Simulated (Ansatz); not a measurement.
Compare A (`[AlH2][S][SiH3]`) with its isomer B (`[SiH3][AlH][SH]`).

Gas-phase electronic energies from Ansatz, PBE0-D4/def2-TZVP geometries. CBS: MP2 limit from def2 TZ/QZ plus the TZ coupled-cluster correction, frozen cores. Functionals use def2-TZVPP. B3LYP here is the variant with VWN-RPA as its local correlation; programs differ in this. One conformer a species, not always the lowest.

(1) Which isomer does CCSD(T)/CBS put lower? Give the gap. (Best estimate.)

(2) Give E(B) − E(A) in kJ/mol with CCSD(T)/def2-TZVPP, r2SCAN-D4, BLYP-D4, B3LYP, B3LYP-D4, PBE0-D4, B2PLYP. (Best estimate.)

(3) Does the order hold for the free energy at 298.15 K (harmonic terms from PBE0-D4)? (Estimate.)

Largest T1 diagnostic: 0.013.

Results:

(1) Computed: A, by 52.2 kJ/mol.

(2) The calculation gave: CCSD(T)/def2-TZVPP 48.2, r2SCAN-D4 48.7, BLYP-D4 46.1, B3LYP 44.9, B3LYP-D4 49.1, PBE0-D4 43.8, B2PLYP 50.9. None reverses the order clearly.

(3) The calculation gave: Yes: G(B) − G(A) = +50.1 kJ/mol, for one conformer each. Modes under 60 cm⁻¹, often nearly free rotors, make the harmonic entropy too high.

From BLYP to BHLYP (50 % exact exchange), in def2-TZVPP and without D4, E(B) − E(A) moves by +11.4 kJ/mol. The D4 term adds +4.2 kJ/mol with B3LYP and +2.0 kJ/mol with PBE0; it sums over pairs of atoms, weighted by their polarisabilities, and B3LYP, whose exchange is more repulsive, gets the larger term.
